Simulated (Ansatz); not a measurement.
The same path of BH5NSi (8 atoms, charge 0, multiplicity 2) was run 3 times with different band settings. The coordinate that changes most is the height of Si3 over the plane of its neighbours.

All numbers below come from UKS LDA/6-31G in Ansatz.

Relaxed end points:

```xyz
8
Properties=species:S:1:pos:R:3
B -0.454 1.044 -0.720
N -0.322 0.270 0.447
Si 0.252 -1.439 0.491
H -0.140 0.556 -1.781
H -0.867 2.177 -0.640
H -0.615 0.682 1.342
H 0.965 -1.673 -0.829
H 1.181 -1.617 1.690
```

```xyz
8
Properties=species:S:1:pos:R:3
B -0.693 0.905 -0.720
N -0.082 0.411 0.447
Si 1.136 -0.918 0.489
H -0.413 0.399 -1.782
H -1.486 1.814 -0.640
H -0.305 0.862 1.343
H 0.995 -1.659 -0.829
H 0.847 -1.813 1.693
```

Common settings: optimiser quadratic models (default); start path IDPP; force threshold 0.03 eV/Å; iteration limit 60; end points relaxed.

| run | movable images | climbing image | spring |
| --- | --- | --- | --- |
| 1 | 9 | yes | 5.0 eV/Å² |
| 2 | 1 | no | 5.0 eV/Å² |
| 3 | 9 | yes | 0.5 eV/Å² |

(1) What does each run give, and how far can it be trusted?

## Answers

(1) Run 1: converged after 7 iterations, highest image 0.337 eV above the first end. A vibrational analysis at the climbing image gives one clearly imaginary mode, 685i cm⁻¹: a first-order saddle point.
Run 2: converged after 16 iterations, highest image 0.065 eV above the first end. No image climbed, so the highest image needn't sit at the top of the path. A band with more images between the same ends climbed to 0.34 eV, so this one has probably stepped over the top. So few images can step over the top or miss a turn of the path.
Run 3: converged after 7 iterations, highest image 0.337 eV above the first end. Another band between the same ends (9 images) ends at a top of the same energy, where a vibrational analysis finds 1 clearly imaginary mode.
Limits of this set-up: no polarisation functions.
